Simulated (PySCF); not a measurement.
Simulated outer-valence photoelectron spectrum of `[C]=C=[C]` (carbon trimer) [singlet]. Method: EOM-IP-CCSD/aug-cc-pVTZ in PySCF, restricted Hartree–Fock reference, 3 core orbitals frozen, non-relativistic, gas phase, PBE0-D3(BJ)/def2-SVP geometry.

Each root has a Gaussian of 0.8 eV full width with its one-hole share as area; cross sections and vibrations are left out, and the highest printed point is 100.

ionisation energy (eV), intensity and a bar:
```
     10.9          0 
     11.0          0 
     11.1          1 
     11.2          2 
     11.3          3 #
     11.4          6 ##
     11.5         10 ###
     11.6         16 #####
     11.7         23 #######
     11.8         30 #########
     11.9         36 ###########
     12.0         40 ############
     12.1         42 #############
     12.2         41 ############
     12.3         39 ############
     12.4         38 ###########
     12.5         38 ###########
     12.6         41 ############
     12.7         48 ##############
     12.8         57 #################
     12.9         68 ####################
     13.0         79 ########################
     13.1         89 ###########################
     13.2         97 #############################
     13.3        100 ##############################
     13.4         98 #############################
     13.5         90 ###########################
     13.6         77 #######################
     13.7         61 ##################
     13.8         45 #############
     13.9         30 #########
     14.0         19 ######
     14.1         11 ###
     14.2          6 ##
     14.3          3 #
     14.4          1 
     14.5          0 
     14.6          0
```

Problem. Where are the maxima, and how many lines lie under the curve?

Solution. 2 maxima, at 12.1 and 13.3 eV, from 3 lines (4 roots with degenerate partners counted). At this width some lines have no maximum of their own.

Problem. List the lines with their holes.

Solution. 
```json
{"E (eV)": "12.06", "leading hole (HF orbital)": "HOMO-2", "area": "0.91", "Koopmans (eV)": "13.76"}
{"E (eV)": "12.92", "leading hole (HF orbital)": "HOMO-3", "area": "0.88", "Koopmans (eV)": "14.83"}
{"E (eV)": "13.41", "leading hole (HF orbital)": "HOMO/HOMO-1", "area": "1.91", "Koopmans (eV)": "12.75"}
```

The widest gap, 0.86 eV, lies between 12.06 and 12.92 eV. Only orbitals with −ε under 21 eV, eight at most, were ionised, so the high end of the curve may lack lines.

The run took 9.9 min wall on one thread of an Intel Xeon Platinum 8259CL at 2.50 GHz, no GPU, shared host with 48 logical CPUs at a one-minute load of 131, and the process peaked at 2.5 GiB of memory.
